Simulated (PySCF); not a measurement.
hydrogen fluoride (FH), SMILES F.

The structure is a stationary point at B3LYP-D3(BJ)/def2-TZVPD.

Level of theory: SMD-M06-2X/6-31G* run with PySCF.

Solvation free energies are E(SMD) − E(gas) at the gas-phase geometry, for 1 M in both phases. In vacuum the dipole moment is 1.90 D.

```
solvent                ΔG(solv) (kcal/mol)  its non-electrostatic (CDS) part  dipole (D)
---------------------  -------------------  --------------------------------  ----------
water                                 -4.3                               2.0        2.14
N,N-dimethylformamide                 -5.3                               0.9        2.13
dimethylsulfoxide                     -5.2                               1.1        2.13
```
